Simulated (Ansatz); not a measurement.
Zinc-blende ZnS: LDA at its full settings (plane-wave cutoff 520 eV, 12×12×12 k mesh, Fermi–Dirac smearing 0.01 eV, scalar-relativistic PAW data made under PBE) and at cheaper ones, in a cell of 2 atoms with Γ-centred meshes.

```csv
level and setting,equilibrium lattice constant a (Å),bulk modulus (GPa)
LDA (Ansatz),5.296,86.5
LDA (2×2×2 k mesh) (Ansatz),5.432,73.4
LDA (4×4×4 k mesh) (Ansatz),(withheld),86.1
```

Question: What belongs in the gaps?

Answer: 
- LDA (4×4×4 k mesh) (Ansatz, a first-principles code), equilibrium lattice constant a (Å): 5.304

Largest shifts from the full settings: lattice constant a +2.57 % (LDA (2×2×2 k mesh)), against a difference of -2.11 % of the full result from the reference 5.41 Å (measured, room temperature, not corrected to a static lattice; as tabulated in Albrecht et al. (1997), arXiv:cond-mat/9706128); bulk modulus -15.1 % (LDA (2×2×2 k mesh)), against a difference of +12.2 % of the full result from the reference 77.1 GPa (measured, temperature not stated, not corrected to a static lattice, sources range from 74.5 to 77.1; as tabulated in Toher et al. (2017), arXiv:1611.05714).

Ansatz's density-functional and Hartree–Fock values are scalar-relativistic unless marked +SOC, with PAW data made under PBE.

Run with cheap settings on purpose, which may leave them unconverged: LDA (2×2×2 k mesh), LDA (4×4×4 k mesh).
